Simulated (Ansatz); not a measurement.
# Reading a saddle point

A first-order saddle point of BNH$_{6}$O, singlet, PBE0-D4/def2-TZVP, with one imaginary mode of 1185i cm⁻¹:

| atom | x (Å) | y (Å) | z (Å) |
| --- | --- | --- | --- |
| B1 | -0.4246 | -0.5429 | 0.1799 |
| N2 | -0.0624 | 0.9611 | 0.3888 |
| H3 | -1.5714 | -0.7380 | -0.1192 |
| H4 | 0.0617 | -1.2721 | 1.0090 |
| H5 | 0.6008 | 0.4769 | -0.7026 |
| O6 | 0.4761 | -0.5859 | -1.1639 |
| H7 | 0.4626 | 1.2011 | 1.2168 |
| H8 | -0.7988 | 1.6364 | 0.2440 |
| H9 | 1.2560 | -1.1366 | -1.0527 |

Ansatz 0.2.0; basis: def2-TZVPP and def2-QZVPP; cores frozen in the correlated methods. Extrapolation: Hartree–Fock as exp(−7.88 √X), correlation as X^−2.97.

Problem. Which contacts change along the imaginary mode, and what lies on either side? (A judgement: the text doesn't fix the answer.)

Solution. By the calculation: The step is BNH₄ ([BH2][NH2]) + H₂O → BH₃O ([BH2][OH]) + NH₃ (still joined by a long B–N bond), with the molecules in contact on both sides. Shortening one way: B1–O6, N2–H5; lengthening the same way: B1–N2, H5–O6.
```csv
pair,one side (Å),saddle (Å),other side (Å)
B1–O6,3.70,1.62,1.43
N2–H5,3.34,1.37,1.02
B1–N2,1.38,1.56,1.68
H5–O6,0.96,1.17,2.62
```

Problem. Which side is lower, and how far does the saddle lie above each? (To be estimated.)

Solution. By the calculation: The side with B1–O6, N2–H5 short is lower by 30.2 kJ/mol; the saddle lies 105.6 kJ/mol above it and 75.4 kJ/mol above the other (CCSD(T) at an estimated basis limit (MP2 extrapolated from triple and quadruple zeta, plus CCSD(T) − MP2 in triple zeta); electronic energies).

No T1 diagnostic of these runs exceeds 0.013.

The step is the kind of ligand exchange by which a precursor binds to a hydroxyl group, or is hydrolysed, in atomic layer deposition of oxides.

Labels in which every atom is bracketed show which atoms are joined, not bond orders.

For scale, one of the runs: CCSD(T)/def2-TZVPP, 177 basis functions, launched by `ansatz run in.yaml --threads 2 --pin off --events-out ev --progress --plain --max-ram 4352MiB`. Time: 28 s of wall clock on 2 CPU threads of an Arm Neoverse V2; the host was shared. Peak host memory: 1.7 GiB.
